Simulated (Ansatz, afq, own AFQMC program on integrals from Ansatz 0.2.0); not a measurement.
**CH4Si, singlet: AFQMC among the cluster methods**

```yaml
atoms:
  - { symbol: Si, position_ang: [0.0000, 0.0307, 0.5270] }
  - { symbol: C, position_ang: [0.0000, -0.1313, -1.3337] }
  - { symbol: H, position_ang: [0.0000, 1.3484, 1.2278] }
  - { symbol: H, position_ang: [1.2153, -0.7351, 0.9276] }
  - { symbol: H, position_ang: [-1.2153, -0.7351, 0.9276] }
  - { symbol: H, position_ang: [0.0000, 0.8327, -1.8739] }
```

Connectivity, by distances: SiH3–CH.

Basis 6-31G. Only valence electrons are correlated. Integrals, coupled cluster, full CI and functionals: Ansatz 0.2.0; the random walks run on the same integrals in our own AFQMC program. The CISD trial takes its coefficients from CCSD amplitudes. Released means that phaseless walkers are propagated on without the constraint, phases kept. Free AFQMC starts from the CCSD state and is never constrained. Its projection time is finite, and what remains of the start isn't in its error. ± is one standard error of the sampling.

Determinant: RHF, the one that the program's search chose, which needn't be the lowest solution. The geometry is a point of a scan.

No full CI on the walks' own integrals is used here; CCSDT(Q) serves as the reference and is uncertain by about the last step of the cluster series.

Cautions: higher spins were not checked; restricted determinant unstable towards unrestricted (UHF 693 meV lower, ⟨S²⟩ 0.83); CCSDT(Q) on the UHF determinant differs (839 meV lower), perhaps since the unrestricted series falls towards higher spin.

```
T1 diagnostic                               : 0.0150
weight of the determinant in the CISD state : 0.885
size of the correlated space                : 12 electrons in 24 orbitals
```

Reference: CCSDT(Q), correlation energy -4.390 eV. The released energy is read at 1.62 1/Eh, later times being too noisy (meV from the phaseless value at times in 1/Eh: -18 ± 6 at 0.24, -19 ± 7 at 0.51, -27 ± 6 at 0.99, -25 ± 11 at 1.62, -44 ± 18 at 2.40).

```tsv
level	E − E(reference) (meV)	share of correlation (%)
HF	4390.5	0.00
MP2	1151.6	73.77
CCSD	127.3	97.10
CCSD(T)	33.7	99.23
CCSDT	5.8	99.87
ph-AFQMC/HF	-209.1 ± 34.0	104.76
ph-AFQMC/CISD	13.7 ± 8.0	99.69
released AFQMC	-11.0 ± 10.6	100.25
free AFQMC	9.7 ± 6.7	99.78
```

Free projections are given only where their last times agree within the noise and don't stop above the reference; a slow remainder of the start can still hide under it. A walk keeps the symmetry of its determinant, which the program's search chose and which needn't be the lowest solution, so a lower state of the same spin and another symmetry isn't excluded. Released energies are given only where the last usable release times agree within the noise; a slower fall can still hide under it.
